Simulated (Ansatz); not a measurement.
Results of HSE06 (Ansatz, an electronic-structure program, PAW) for rutile CrO2.

Settings: plane-wave cutoff 500 eV, 6×6×8 k mesh (along the axes of the cell as run), Fermi–Dirac smearing 0.05 eV, spin-polarised with parallel moments, scalar-relativistic PAW data made under PBE.

Cell (relaxed with r²SCAN):

```
CELL_PARAMETERS angstrom
      4.40419     0.00000     0.00000
      0.00000     4.40419     0.00000
      0.00000     0.00000     2.91143
ATOMIC_POSITIONS crystal
  Cr 0.00000 0.00000 0.00000
  Cr 0.50000 0.50000 0.50000
  O  0.30279 0.30279 0.00000
  O  0.80279 0.19721 0.50000
  O  0.19721 0.80279 0.50000
  O  0.69721 0.69721 0.00000
```

Task: Predict the magnetic moment (largest site, within a sphere).

Result: 
- magnetic moment (largest site, within a sphere) = 1.86 μB

Note: exact exchange on metals is sensitive to the k mesh and can open a false gap; the run warned that the count of filled bands differs between k points; cell and atoms aren't relaxed at this level (largest force component 0.27 eV/Å, pressure -2.6 GPa).

Moments are spin moments.

Computed values are for the static lattice.
